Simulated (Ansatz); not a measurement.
# AlH+ (doublet): wave-function methods side by side, def2-QZVPP

One table from this session's results is given with a row withheld; the runs are named, their logs left out.

Computed with Ansatz 0.2.0, Gaussian basis. Level: def2-QZVPP, core rule «outside noble gas», up to 5 orbitals frozen.

To be run: UHF; ROHF; CCSD(T) on UHF.

### The geometry

The geometry is a PBE0/def2-TZVP stationary point (not a proven minimum).

2 atoms, charge 1, spin multiplicity 2.

Atoms are counted from 1 here; the program's logs count them from 0.

Bond lengths: Al1–H2 1.619 Å.

As a file:

```tsv
atom	x (Å)	y (Å)	z (Å)
Al1	0.00000	0.00000	0.00000
H2	0.00000	0.00000	1.61900
```

The first run:

in.yaml

```yaml
crystal:
  periodic: [false, false, false]
  atoms:
    - {symbol: Al, position_ang: [0.000000, 0.000000, 0.000000]}
    - {symbol: H, position_ang: [0.000000, 0.000000, 1.619000]}
basis:
  gaussian: {orbitals: "def2-QZVPP.json"}
total_charge: 1
magnetization: {spin_polarized: true, initial_magnetization: 1}
hamiltonian: {xc: hf}
output: {orbitals: {seedname: orbitals}}
```

The run is started by

```
$ ansatz run in.yaml --threads 1 --pin off --events-out ev --progress --plain --max-ram 2393MiB
```

Steps of the session up to this table: UHF; ROHF; CCSD(T) on UHF.

One of the session's tables, all rows but one given; the rest of the session is left out.

It belongs to the step «Misses and costs». 

| method | from UCCSD(T) (meV) |
| --- | --- |
| ROHF | +1428.8 |
| UHF | +1310.5 |
| UMP2 | +341.8 |
| UCCSD | ? |
| UCCSD(T) | 0 |

Estimate the missing values for UCCSD.

As computed: from UCCSD(T) (meV): +18.0. In the column «from UCCSD(T) (meV)» it lies between UCCSD(T) (0) and UMP2 (+341.8).
